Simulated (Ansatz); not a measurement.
Trigonal Se: LDA at its full settings (plane-wave cutoff 520 eV, 12×12×8 k mesh (along the axes of the cell as run), Fermi–Dirac smearing 0.01 eV, scalar-relativistic PAW data made under PBE) and at cheaper ones, in a cell of 3 atoms with Γ-centred meshes.

| level and setting | equilibrium lattice constant a (Å) | lattice parameter c (Å) | bulk modulus B0 (GPa) |
|---|---|---|---|
| LDA (Ansatz) | 3.946 | 5.120 | 32.8 |
| LDA (2×2×2 k mesh) (Ansatz) | 4.315 | 4.746 | 29.9 |
| LDA (4×4×4 k mesh) (Ansatz) | 3.953 | 5.118 | 32.9 |

Largest shifts from the full settings: lattice constant a +9.35 % (LDA (2×2×2 k mesh)), against a difference of -9.60 % of the full result from the reference 4.365 Å (measured, 293 K, not corrected to a static lattice; as tabulated in Wikipedia's data pages); lattice parameter c -7.30 % (LDA (2×2×2 k mesh)), against a difference of +3.27 % of the full result from the reference 4.958 Å (measured, 293 K, no zero-point or thermal correction; as tabulated in Wikipedia's data pages); bulk modulus -8.8 % (LDA (2×2×2 k mesh)).

The full settings aren't shown to be converged themselves.

Caveats: LDA has no dispersion term either, though it tends to give short spacings of layers, chains or molecules (LDA, LDA (2×2×2 k mesh), LDA (4×4×4 k mesh)). Ansatz's density-functional and Hartree–Fock values are scalar-relativistic unless marked +SOC, with PAW data made under PBE.

Run with cheap settings on purpose, which may leave them unconverged: LDA (2×2×2 k mesh), LDA (4×4×4 k mesh).

Ansatz is a quantum-chemistry and plane-wave program.
